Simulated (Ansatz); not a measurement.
**CH6FN3: small, medium and large basis sets**

An exercise on one series of results from a longer session: the logs are not shown, and one member is left open.

Program: Ansatz 0.2.0, Gaussian basis. Level of theory: one geometry, several basis sets. These are calculated values, not measurements.

The runs, in order: PBE0-D4/def2-SVP; ωB97M-V/def2-SVP; PBE0-D4/def2-QZVPP; ωB97M-V/def2-QZVPP; the functionals' def2-TZVPP values are taken from earlier runs.

## The geometry

An earlier PBE0-D4 in a triple-zeta def2 set relaxation fixed the geometry.

11 atoms, charge 0, spin multiplicity 1.

Atoms are counted from 1 here; the program's logs count them from 0.

Bond lengths: N1–C2 1.439 Å, N1–H6 1.011 Å, N1–H7 1.011 Å, C2–N3 1.408 Å, C2–N4 1.439 Å, C2–F5 1.401 Å, N3–H8 1.010 Å, N3–H9 1.010 Å, N4–H10 1.011 Å, N4–H11 1.011 Å. Angles: C2–N1–H6 110.5°, C2–N1–H7 110.1°, H6–N1–H7 109.4°, N1–C2–N3 107.8°, N1–C2–N4 120.1°, N1–C2–F5 103.9°, N3–C2–N4 107.8°, N3–C2–F5 113.5°, N4–C2–F5 103.8°, C2–N3–H8 110.8°, C2–N3–H9 110.8°, H8–N3–H9 111.4°, C2–N4–H10 110.5°, C2–N4–H11 110.1°, H10–N4–H11 109.4°.

Geometry (Å):

```
N    -0.26632    1.27435    0.38537
C     0.28708    0.00769   -0.01391
N     0.23555   -0.85465    1.09798
N    -0.26134   -0.69607   -1.14267
F     1.59151    0.32358   -0.41708
H    -0.19207    1.94604   -0.36700
H    -1.23777    1.16327    0.64273
H     0.66655   -1.74229    0.88299
H     0.66182   -0.42339    1.90559
H    -0.18712   -0.13435   -1.98034
H    -1.23238   -0.92116   -0.97325
```

Set-up of the first run:

File in.yaml:

```yaml
crystal:
  periodic: [false, false, false]
  atoms:
    - {symbol: N, position_ang: [-0.266321, 1.274345, 0.385365]}
    - {symbol: C, position_ang: [0.287082, 0.007692, -0.013905]}
    - {symbol: N, position_ang: [0.235553, -0.854654, 1.097985]}
    - {symbol: N, position_ang: [-0.261342, -0.696075, -1.142674]}
    - {symbol: F, position_ang: [1.591507, 0.323581, -0.417081]}
    - {symbol: H, position_ang: [-0.192073, 1.946038, -0.367001]}
    - {symbol: H, position_ang: [-1.237774, 1.163269, 0.642732]}
    - {symbol: H, position_ang: [0.666549, -1.742295, 0.882989]}
    - {symbol: H, position_ang: [0.661818, -0.423393, 1.905586]}
    - {symbol: H, position_ang: [-0.187116, -0.134346, -1.980342]}
    - {symbol: H, position_ang: [-1.232383, -0.921162, -0.973254]}
basis:
  gaussian: {orbitals: def2-SVP}
hamiltonian: {xc: pbe0, dispersion: d4}
output: {orbitals: {seedname: orbitals}}
```

Run with:

```console
$ ansatz run in.yaml --threads 4 --pin off --events-out ev --progress --plain --max-ram 10444MiB
```

Steps of the session up to this table: PBE0-D4 in def2-SVP; ωB97M-V in def2-SVP; PBE0-D4 in def2-QZVPP; ωB97M-V in def2-QZVPP.

One of the session's tables, all rows but one given; the rest of the session is left out.

```
functional       basis  HOMO (eV)  LUMO (eV)
   PBE0-D4    def2-SVP      -6.69       1.62
   PBE0-D4  def2-TZVPP      -6.98       0.80
   PBE0-D4  def2-QZVPP      -7.06       0.42
   ωB97M-V    def2-SVP          ?          ?
   ωB97M-V  def2-TZVPP      -9.41       2.16
   ωB97M-V  def2-QZVPP      -9.48       1.63
```

Q: Estimate the row for ωB97M-V, def2-SVP from the others.

The run gave: HOMO (eV): -9.11; LUMO (eV): 3.21. In the column «HOMO (eV)» it lies between ωB97M-V, def2-TZVPP (-9.41) and PBE0-D4, def2-QZVPP (-7.06).
